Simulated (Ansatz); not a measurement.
This geometry of CH$_{4}$AlN (7 atoms, charge 0, multiplicity 1) is a first-order saddle point.

The calculation used RKS B3LYP/def2-SVP (Ansatz 0.2.0).

```xyz
7
Properties=species:S:1:pos:R:3
C -0.577 -0.050 -0.493
N -0.198 0.039 0.823
Al 1.422 -0.741 -0.614
H -1.261 -0.870 -0.745
H -0.696 0.848 -1.121
H 0.024 1.000 1.101
H 1.347 -0.294 1.003
```

Which two structures does it join? (They come from a converged band through this point; their orientation in space is the band's.)

Bonds broken: Al3–H7. Bonds formed: N2–H7.

First end point:

```xyz
7
Properties=species:S:1:pos:R:3
C -0.583 -0.024 -0.619
N -0.126 0.515 0.714
Al 1.105 -0.575 0.164
H -1.490 -0.654 -0.597
H -0.654 0.714 -1.437
H -0.687 1.179 1.235
H 2.496 -1.222 0.496
```

Last end point:

```xyz
7
Properties=species:S:1:pos:R:3
C -0.359 -0.104 -0.639
N 0.361 0.088 0.669
Al 1.623 0.055 -1.083
H -0.888 -1.069 -0.664
H -1.082 0.705 -0.822
H 0.126 0.945 1.168
H 0.280 -0.688 1.325
```

How far does it lie above each of them?

24.3 kcal/mol above the first and 33.3 kcal/mol above the second. This is the barrier of this one path; another mechanism may lie lower. The orbitals stay closed-shell, which can raise the energy where a bond breaks towards radicals; this wasn't checked here.

The run took 110 s on 1 CPU thread of a shared host.
